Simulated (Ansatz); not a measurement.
A made-up structure of NaBSiH4, closed shell:

```xyz
7
angstrom
Na -2.8454 -1.0154 -0.5040
B -0.4518 -1.0496 0.1652
Si 0.6351 0.6065 -0.0858
H 0.0624 -1.9782 0.7366
H 0.2951 1.3546 -1.3367
H -4.7938 -1.1592 -0.2515
H 2.1340 0.5975 -0.0177
```

It is relaxed with PBE-D4/def2-SVP and then PBE0-D4/def2-TZVP (Ansatz 0.2.0). Atoms count as bonded within 1.22 times the sum of their covalent radii (H–H: 0.88 Å). The end point is not checked to be a true minimum.

(1) Does its bonding change? (A judgement: the text doesn't fix the answer.)

## Answers

(1) By the calculation: Yes. Formed: Na1–Si3, B2–H6; broken: Na1–H6.

Where it ends: The first stage lowers the energy by 4.74 eV in 22 steps. It ends as NaBSiH₄ ([BH2]1[Na][SiH2]1):
```json
{"atom": "Na1", "x (Å)": "-1.8071", "y (Å)": "-1.4205", "z (Å)": "-1.8318"}
{"atom": "B2", "x (Å)": "-1.1507", "y (Å)": "-0.8602", "z (Å)": "0.5523"}
{"atom": "Si3", "x (Å)": "-0.0027", "y (Å)": "0.3445", "z (Å)": "-0.3022"}
{"atom": "H4", "x (Å)": "-0.8118", "y (Å)": "-2.0040", "z (Å)": "0.7340"}
{"atom": "H5", "x (Å)": "-0.3196", "y (Å)": "1.7734", "z (Å)": "-0.5840"}
{"atom": "H6", "x (Å)": "-2.2939", "y (Å)": "-0.5506", "z (Å)": "0.7851"}
{"atom": "H7", "x (Å)": "1.4216", "y (Å)": "0.0735", "z (Å)": "-0.6475"}
```

Labels in which every atom is bracketed show which atoms are joined, not bond orders.

For scale, one of the runs: PBE0-D4/def2-TZVP relaxation, 124 basis functions, launched by `ansatz run in.yaml --threads 2 --pin off --events-out ev --progress --plain --max-ram 4352MiB`. Hardware: 2 CPU threads of an Arm Neoverse V1, shared host. Wall time about 15 s.
